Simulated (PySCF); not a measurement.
Input for PySCF: R-MP2/6-31G* on HF (SMILES F) with ghost functions.

```python
from pyscf import gto, scf, dft, mp
from pyscf.data.elements import chemcore

mol = gto.M(
    atom='''
    H     0.00000000    0.80267982    1.69529329
    F     0.00000000   -0.04596666    1.34034818
    ghost-H    0.00000000   -0.12040787   -0.49082840
    ghost-F    0.00000000    0.00976945   -1.40424978
    ''',
    basis='6-31g*',
    cart=True,
    charge=0, spin=0, verbose=3, max_memory=1800)
mf = scf.RHF(mol)
mf.conv_tol = 1e-8
mf.max_cycle = 100
mf.kernel()
if not mf.converged:
    mf = mf.newton().run(mf.mo_coeff, mf.mo_occ)
pt = mp.MP2(mf, frozen=chemcore(mol)).run()
```

Output:

```
converged SCF energy = -100.004810906259
E(RMP2) = -100.185341461363  E_corr = -0.180530555103581
E(SCS-RMP2) = -100.179132094855  E_corr = -0.174321188596136
```

The calculation finished and met its thresholds.

Cost: roughly 0.26 core-seconds.
